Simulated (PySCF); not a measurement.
## Carbon: a sound run and one with changed settings

Sound run: C [He] 2s2 2p2, C⁺ [He] 2s2 2p1. All numbers are calculated (PySCF 2.14, the non-relativistic Hamiltonian (point nucleus), in def2-TZVP). In the sound run the correlated levels freeze 1s2. The sound run starts from symmetry-adapted Hartree-Fock orbitals and uses a fine grid where one is needed.

Changed run: basis STO-3G. This setting is unsound on purpose.

| species | method | sound run (hartree) | changed run (hartree) | converged |
| --- | --- | --- | --- | --- |
| C | UHF | -37.69248 | -37.19839 | yes |
| C | TPSS | -37.86460 | -37.36419 | yes |
| C | PBE | -37.79597 | -37.28682 | yes |
| C | MP2 | -37.75859 | -37.20823 | yes |
| C | CCSD(T) | -37.78103 | -37.21862 | yes |
| C⁺ | UHF | -37.29554 | -36.87037 | yes |
| C⁺ | TPSS | -37.44382 | -37.01517 | yes |
| C⁺ | PBE | -37.37216 | -36.93592 | yes |
| C⁺ | MP2 | -37.34547 | -36.89090 | yes |
| C⁺ | CCSD(T) | -37.37057 | -36.91145 | yes |

Ionisation energy of C:

```csv
method,sound run (eV),changed run (eV)
UHF,10.801,8.926
TPSS,11.450,9.497
PBE,11.532,9.548
MP2,11.242,8.635
SCS-MP2,11.115,8.577
CCSD,11.145,8.359
CCSD(T),11.169,8.359
```

A minimal basis cannot let orbitals breathe on ionisation and holds almost no correlation.

For comparison, NIST gives 11.260 eV between the lowest levels.
